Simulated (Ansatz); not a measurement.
Results of r²SCANh (Ansatz, a quantum-chemistry and plane-wave program, plane waves, PAW) for rock-salt SnTe (cubic form, which distorts at low temperature).

Settings: plane-wave cutoff 520 eV, 8×8×8 k mesh, Fermi–Dirac smearing 0.01 eV, scalar-relativistic PAW data made under PBE.

A third-order Birch–Murnaghan fit to the energies gives V0 = 32.241 Å³/atom, B0 = 45.3 GPa, B′ = 4.4.

```tsv
V (Å³/atom)	P (GPa)
30.580	…
31.236	…
32.190	0.072
32.994	-0.995
33.799	…
```

Q: Estimate the withheld pressures from this fit; the answers are the runs' own values.

A: 
- 30.580, P (GPa): 2.689
- 31.236, P (GPa): 1.538
- 33.799, P (GPa): -1.929

The formula P = (3/2) B0 (x^(7/3) − x^(5/3)) [1 + (3/4)(B′ − 4)(x^(2/3) − 1)] with x = V0/V meets the computed pressures within 0.01 GPa when these rounded values are put in.

Measured, for comparison: bulk modulus 37.8 GPa (temperature not stated, not corrected to a static lattice; as tabulated in Toher et al. (2017), arXiv:1611.05714); equilibrium volume per atom 31.50 Å³/atom (room temperature, not corrected to a static lattice; as tabulated in Maiti et al. (2022), arXiv:2109.01420). Computed (rounded) less measured: bulk modulus +20 %, equilibrium volume per atom +2.3 %.

Note: symmetry holds this phase in the static calculation, where it need not be a minimum.

Spin–orbit coupling is not included.
